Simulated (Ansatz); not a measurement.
**Multireference treatment of NH₃, singlet**

Program: Ansatz, Gaussian basis, development build. Basis def2-SVP, nonrelativistic, 1 orbital frozen in the corrections. State-specific CASSCF; RHF is the lowest restricted (open-shell) Hartree–Fock solution met. Letters tell apart solutions met in one space. Small basis; these aren't basis-limit values. Solutions may break the symmetry of the shape. Lower solutions, or ones in other orbitals, may exist.

Geometry:

```xyz
4

N     0.0000    0.0000    0.1000
H     0.9377    0.0000   -0.2816
H    -0.4688    0.8121   -0.2816
H    -0.4688   -0.8121   -0.2816
```

CASSCF less RHF, in eV, and natural occupations:

```csv
CAS,CASSCF,occupations
"(4,4) a",-1.137,"1.98, 1.98, 0.02, 0.02"
"(4,4) b",-1.026,"1.99, 1.98, 0.02, 0.01"
"(4,4) c",-0.628,"2.00, 1.98, 0.02, 0.00"
```

Task: What totals less RHF do the corrections give on each solution?

Result: 

```
    CAS  SC-NEVPT2
(4,4) a     -4.997
(4,4) b     -4.951
(4,4) c     -4.885
```

Task: In CAS(4,4), is the solution lowest in CASSCF also lowest after SC-NEVPT2?

Result: Yes: (4,4) a stays lowest, 0.05 eV under the next.
